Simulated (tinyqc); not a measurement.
Worked calculation: CIS and TDHF on RHF in the sto-6g basis, for H2O, spin multiplicity 1. One step of it, computed by the program tinyqc.

Task: CIS triplet states. Diagonalise A (1 hartree = 27.211386 eV); each vector has its largest component positive (the first on a tie).

CIS matrix A, triplet (hartree):
```
           1>6        1>7        2>6        2>7        3>6        3>7        4>6        4>7
1>6  20.188183   0.000000   0.007738   0.000000   0.000000  -0.007223  -0.016892   0.000000
1>7   0.000000  20.240358   0.000000   0.008202  -0.007223   0.000000   0.000000  -0.003473
2>6   0.007738   0.000000   1.054176   0.000000   0.000000  -0.081197  -0.043604   0.000000
2>7   0.000000   0.008202   0.000000   1.131984  -0.081197   0.000000   0.000000   0.017018
3>6   0.000000  -0.007223   0.000000  -0.081197   0.421439   0.000000   0.000000  -0.065402
3>7  -0.007223   0.000000  -0.081197   0.000000   0.000000   0.478476  -0.065402   0.000000
4>6  -0.016892   0.000000  -0.043604   0.000000   0.000000  -0.065402   0.339125   0.000000
4>7   0.000000  -0.003473   0.000000   0.017018  -0.065402   0.000000   0.000000   0.403141
5>6   0.000000   0.000000   0.000000   0.000000   0.000000   0.000000   0.000000   0.000000
5>7   0.000000   0.000000   0.000000   0.000000   0.000000   0.000000   0.000000   0.000000

          5>6       5>7
1>6  0.000000  0.000000
1>7  0.000000  0.000000
2>6  0.000000  0.000000
2>7  0.000000  0.000000
3>6  0.000000  0.000000
3>7  0.000000  0.000000
4>6  0.000000  0.000000
4>7  0.000000  0.000000
5>6  0.258239  0.000000
5>7  0.000000  0.323147
```

Give: triplet excitation energies; lowest vectors.

Result:

triplet excitation energies (eV): [7.0270, 8.3383, 8.7933, 9.3624, 12.8044, 13.5594, 29.0354, 31.0738, 549.3490, 550.7684]

lowest vectors, order 1>6, 1>7, 2>6, 2>7, 3>6, 3>7, 4>6, 4>7, 5>6, 5>7:
$$\begin{pmatrix}
0.0000 & 0.0009 & 0.0000 & 0.0000 & 0.0000 & -0.0001 \\
0.0000 & 0.0000 & 0.0000 & 0.0004 & 0.0001 & 0.0000 \\
0.0000 & 0.0960 & 0.0000 & 0.0000 & 0.0000 & 0.1014 \\
0.0000 & 0.0000 & 0.0000 & 0.0539 & 0.1067 & 0.0000 \\
0.0000 & 0.0000 & 0.0000 & 0.6770 & 0.7269 & 0.0000 \\
0.0000 & 0.3930 & 0.0000 & 0.0000 & 0.0000 & 0.9101 \\
0.0000 & 0.9145 & 0.0000 & 0.0000 & 0.0000 & -0.4017 \\
0.0000 & 0.0000 & 0.0000 & 0.7340 & -0.6784 & 0.0000 \\
1.0000 & 0.0000 & 0.0000 & 0.0000 & 0.0000 & 0.0000 \\
0.0000 & 0.0000 & 1.0000 & 0.0000 & 0.0000 & 0.0000
\end{pmatrix}$$
